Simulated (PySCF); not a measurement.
Gas-phase reaction: H2SiO + 3 H2O → Si(OH)4 + 4 H

Method: PySCF energies plus ideal-gas RRHO corrections (1 bar). † marks an energy on the PBE0/def2-TZVP geometry and frequencies. Open shells (unrestricted): H (multiplicity 2); the rest are closed-shell singlets. B3LYP is the form with VWN-RPA correlation. H2SiO: computed as isolated molecules; such fragments, hydroxides, amides, oligomers or adducts are transient or little studied in the gas.

LDA/def2-TZVP† gives ΔH°(298 K) = 353 kJ.

### Question
What do r2SCAN/def2-TZVP†, B3LYP/def2-TZVP†, ωB97M-V/def2-TZVP† give?

### Answer
r2SCAN/def2-TZVP†: 312 kJ; B3LYP/def2-TZVP†: 373 kJ; ωB97M-V/def2-TZVP†: 325 kJ. For scale, ΔH°(298 K) is 353 kJ at this level, 325 kJ at ωB97M-V/def2-TZVP†, and runs from 95 to 690 kJ over the 20 levels computed.
